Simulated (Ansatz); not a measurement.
How far each method lies from UCCSDT(Q) for H$_{3}$Si–Si⁺, triplet

Geometry: that of the H3Si–Si, doublet, kept fixed.

```yaml
atoms:
  - { symbol: Si, position_ang: [0.0051, 0.0000, 1.0965] }
  - { symbol: Si, position_ang: [0.0071, 0.0000, -1.2715] }
  - { symbol: H, position_ang: [0.5687, 1.2062, 1.7682] }
  - { symbol: H, position_ang: [-1.4762, 0.0000, 1.3384] }
  - { symbol: H, position_ang: [0.5687, -1.2062, 1.7682] }
```

Basis cc-pVDZ; Ansatz 0.2.0. Only valence electrons are correlated (noble-gas cores frozen), which leaves 10 electrons in 41 orbitals. Prefix R: restricted or restricted open-shell reference; prefix U: unrestricted. Active spaces: valence = (10e, 11o) chosen from the atoms' valence shells.

Full CI isn't at hand for all of this; UCCSDT(Q) serves as the reference, and is uncertain by about the last step of the cluster series. The frozen core follows each run's orbitals, which can shift R against U totals by a few meV.

For open shells CISD is restricted-active-space CI with the open shells as a complete middle space.

```
UHF ⟨S²⟩                          : 2.014
T1 diagnostic (RCCSD)             : 0.0292
largest doubles amplitude (RCCSD) : 0.063
T1 diagnostic (UCCSD)             : 0.0220
```

| level | E − E(RHF) (eV) |
| --- | --- |
| UHF | -0.1116 |
| RMP2 | -3.9385 |
| UMP2 | -3.9410 |
| RCCSD | -5.0662 |
| UCCSD | -5.0709 |
| RCCSD(T) | -5.2033 |
| UCCSD(T) | -5.2034 |

Question: Estimate how far UCCSDT(Q) in cc-pVDZ lies from RCCSD(T). The table doesn't fix it; the size of (T) and the diagnostics are the guide.

Answer: UCCSDT(Q) in cc-pVDZ lies 0.97 kcal/mol below RCCSD(T), which is 31 % of the (T) step (-3.16 kcal/mol). The diagnostics give no warning, yet the rest is a sizeable part of (T).

The other levels:

| level | E − E(UCCSDT(Q)) (kcal/mol) | share of correlation (%) | wall time |
| --- | --- | --- | --- |
| CISD | 12.83 | 89.39 | 2.3 s |
| BCCD(T) | 0.96 | 99.21 | 4.6 s |
| RCCSDT | 0.15 | 99.88 | – |
| UCCSDT | 0.14 | 99.89 | – |
| RCCSDT(Q) | 0.01 | 99.99 | 29 s |
| CASSCF (valence space) | 74.86 | 38.11 | – |
| NEVPT2 (valence space) | 22.56 | 81.35 | 14 s |

The correlation energy at UCCSDT(Q), counted from RHF, is -5.245 eV. That run took 26 s on 1 thread of Arm Neoverse V2, shared host.

Times hold each run's SCF and search for its determinant on a shared host, so for small cases they say little of a method's own cost; they ran on 1 thread of Arm Neoverse V2.

Natural occupations of CASSCF (valence space) about the gap: 1.983 1.970 1.969 1.953 1.000 0.999 0.034 0.032 0.023 0.020; effectively unpaired electrons, Σ n²(2−n)², 2.03.
